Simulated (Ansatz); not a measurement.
The cluster C₃H₅⁺. Charge 1, multiplicity 3. Geometry PBE0-D4/def2-TZVP, that of the neutral doublet.

```csv
atom,x (Å),y (Å),z (Å)
C1,-0.2394,-0.3781,-0.1574
C2,-0.7747,0.8665,-0.4089
C3,0.9402,-0.6052,0.5177
H4,-1.7071,0.9827,-0.9454
H5,1.5298,0.2204,0.9006
H6,-0.7885,-1.2452,-0.5184
H7,1.3115,-1.6076,0.6851
H8,-0.2717,1.7666,-0.0732
```

At PBE0-D4/def2-TZVP a singlet of charge 1 lies 2.51 eV below the triplet, each at its own geometry. The structure comes from a short search, and lower isomers may exist.

**Question.** Estimate the α-spin orbital energies around the gap (eV) in Ansatz with PBE-D4/def2-TZVP, r2SCAN-D4/def2-TZVP, PBE0-D4/def2-TZVP.

**Answer.** 
```json
{"orbital": "HOMO−5", "PBE-D4/def2-TZVP": "-19.10", "r2SCAN-D4/def2-TZVP": "-19.57", "PBE0-D4/def2-TZVP": "-20.92"}
{"orbital": "HOMO−4", "PBE-D4/def2-TZVP": "-18.11", "r2SCAN-D4/def2-TZVP": "-18.50", "PBE0-D4/def2-TZVP": "-19.82"}
{"orbital": "HOMO−3", "PBE-D4/def2-TZVP": "-16.53", "r2SCAN-D4/def2-TZVP": "-17.10", "PBE0-D4/def2-TZVP": "-18.07"}
{"orbital": "HOMO−2", "PBE-D4/def2-TZVP": "-16.37", "r2SCAN-D4/def2-TZVP": "-16.71", "PBE0-D4/def2-TZVP": "-17.96"}
{"orbital": "HOMO−1", "PBE-D4/def2-TZVP": "-15.85", "r2SCAN-D4/def2-TZVP": "-16.17", "PBE0-D4/def2-TZVP": "-17.40"}
{"orbital": "HOMO", "PBE-D4/def2-TZVP": "-12.30", "r2SCAN-D4/def2-TZVP": "-12.71", "PBE0-D4/def2-TZVP": "-13.43"}
{"orbital": "LUMO", "PBE-D4/def2-TZVP": "-8.19", "r2SCAN-D4/def2-TZVP": "-8.16", "PBE0-D4/def2-TZVP": "-7.20"}
{"orbital": "LUMO+1", "PBE-D4/def2-TZVP": "-4.56", "r2SCAN-D4/def2-TZVP": "-3.73", "PBE0-D4/def2-TZVP": "-3.65"}
{"orbital": "LUMO+2", "PBE-D4/def2-TZVP": "-3.88", "r2SCAN-D4/def2-TZVP": "-2.94", "PBE0-D4/def2-TZVP": "-2.98"}
{"orbital": "LUMO+3", "PBE-D4/def2-TZVP": "-3.39", "r2SCAN-D4/def2-TZVP": "-2.50", "PBE0-D4/def2-TZVP": "-2.48"}
{"orbital": "LUMO+4", "PBE-D4/def2-TZVP": "-2.70", "r2SCAN-D4/def2-TZVP": "-1.82", "PBE0-D4/def2-TZVP": "-1.75"}
{"orbital": "LUMO+5", "PBE-D4/def2-TZVP": "-2.21", "r2SCAN-D4/def2-TZVP": "-1.10", "PBE0-D4/def2-TZVP": "-1.25"}
{"orbital": "β HOMO", "PBE-D4/def2-TZVP": "-15.66", "r2SCAN-D4/def2-TZVP": "-15.99", "PBE0-D4/def2-TZVP": "-17.20"}
{"orbital": "β LUMO", "PBE-D4/def2-TZVP": "-14.27", "r2SCAN-D4/def2-TZVP": "-13.68", "PBE0-D4/def2-TZVP": "-12.86"}
```
